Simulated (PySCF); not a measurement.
# PySCF run on LiMg

File input.py (PySCF 2.14):

```python
from pyscf import gto, scf, mp

mol = gto.M(
    atom='Li 0 0 0; Mg 0 0 3.036',
    basis='def2-tzvpp',
    charge=0,
    spin=1,
    symmetry=True,
    verbose=4,
)
mf = scf.UHF(mol)
mf.kernel()
mp.MP2(mf, frozen=1).kernel()
mf.dip_moment()
print('orbital energies (hartree):', [e[max(0, n-3):n+3].round(4) for e, n in zip(mf.mo_energy, mol.nelec)])
```

```bash
$ OMP_NUM_THREADS=1 python input.py
```

It prints (some set-up lines and the per-cycle HOMO/LUMO lines with their warnings removed):

```
PySCF version 2.14.0

[INPUT] Symbol           X                Y                Z      unit          X                Y                Z       unit  Magmom
[INPUT]  1 Li     0.000000000000   0.000000000000   0.000000000000 AA    0.000000000000   0.000000000000   0.000000000000 Bohr   0.0
[INPUT]  2 Mg     0.000000000000   0.000000000000   3.036000000000 AA    0.000000000000   0.000000000000   5.737208514180 Bohr   0.0

nuclear repulsion = 6.27482858798419
point group symmetry = Coov
symmetry origin: [0.         0.         4.58976681]
symmetry axis x: [1. 0. 0.]
symmetry axis y: [0. 1. 0.]
symmetry axis z: [0. 0. 1.]
num. orbitals of irrep A1 = 21
num. orbitals of irrep E1x = 11
num. orbitals of irrep E1y = 11
num. orbitals of irrep E2x = 4
num. orbitals of irrep E2y = 4
number of shells = 21
number of NR pGTOs = 78
number of NR cGTOs = 51
basis = def2-tzvpp
ecp = {}

******** <class 'pyscf.scf.uhf_symm.SymAdaptedUHF'> ********
method = SymAdaptedUHF
initial guess = minao
damping factor = 0
level_shift factor = 0
DIIS = <class 'pyscf.scf.diis.CDIIS'>
SCF conv_tol = 1e-09
SCF max_cycles = 50
number electrons alpha = 8  beta = 7
Freeze 0 electrons in irreps []
    15 free electrons in irreps A1 E1x E1y E2x E2y
init E= -207.042022034031

cycle= 1 E= -207.030877317538  delta_E= 0.0111  |g|= 0.037  |ddm|= 1.13
cycle= 2 E= -207.035039181549  delta_E= -0.00416  |g|= 0.0183  |ddm|= 0.342
cycle= 3 E= -207.03635003799  delta_E= -0.00131  |g|= 0.011  |ddm|= 0.173
cycle= 4 E= -207.037108255248  delta_E= -0.000758  |g|= 0.00747  |ddm|= 0.121
cycle= 5 E= -207.037740258503  delta_E= -0.000632  |g|= 0.0053  |ddm|= 0.0772
cycle= 6 E= -207.038160656986  delta_E= -0.00042  |g|= 0.0032  |ddm|= 0.064
cycle= 7 E= -207.038333538076  delta_E= -0.000173  |g|= 0.000728  |ddm|= 0.0612
cycle= 8 E= -207.038337227581  delta_E= -3.69e-06  |g|= 0.000239  |ddm|= 0.0096
cycle= 9 E= -207.038337614133  delta_E= -3.87e-07  |g|= 0.000107  |ddm|= 0.00542
cycle= 10 E= -207.038337718405  delta_E= -1.04e-07  |g|= 5.53e-05  |ddm|= 0.00246
cycle= 11 E= -207.038337753123  delta_E= -3.47e-08  |g|= 2.24e-05  |ddm|= 0.00106
cycle= 12 E= -207.038337759098  delta_E= -5.98e-09  |g|= 1.4e-05  |ddm|= 0.000328
cycle= 13 E= -207.038337761235  delta_E= -2.14e-09  |g|= 6.7e-06  |ddm|= 0.000279
cycle= 14 E= -207.038337761853  delta_E= -6.18e-10  |g|= 7.51e-07  |ddm|= 0.000132
Extra cycle  E= -207.038337761855  delta_E= -2.05e-12  |g|= 4.36e-07  |ddm|= 4.96e-06
converged SCF energy = -207.038337761855  <S^2> = 0.85658152  2S+1 = 2.1038836

******** <class 'pyscf.mp.ump2.UMP2'> ********
nocc = (np.int64(7), np.int64(6)), nmo = (50, 50)
frozen orbitals 1
E(UMP2) = -207.256435968171  E_corr = -0.218098206315508
E(SCS-UMP2) = -207.257825828192  E_corr = -0.219488066336975
E_corr(same-spin) = -0.0487266706634243
E_corr(oppo-spin) = -0.169371535652084
Dipole moment(X, Y, Z, Debye):  0.00000,  0.00000, -0.14694
orbital energies (hartree): [array([-2.2879, -0.2839, -0.1775,  0.03  ,  0.0334,  0.0334]), array([-2.2873, -2.286 , -0.2692,  0.0249,  0.046 ,  0.046 ])]
```

In short: E(SCF) = -207.038338 Eh, 14 cycles, E(MP2) − E(SCF) = -0.21810 Eh, ⟨S²⟩ = 0.857, μz(SCF) = -0.15 D.

It ran on Arm Neoverse V1 (1 thread, shared host) in 1.1 s, peak memory 0.12 GiB.

The bond length is a typed value, not an optimised one. No search for the lowest solution was made.
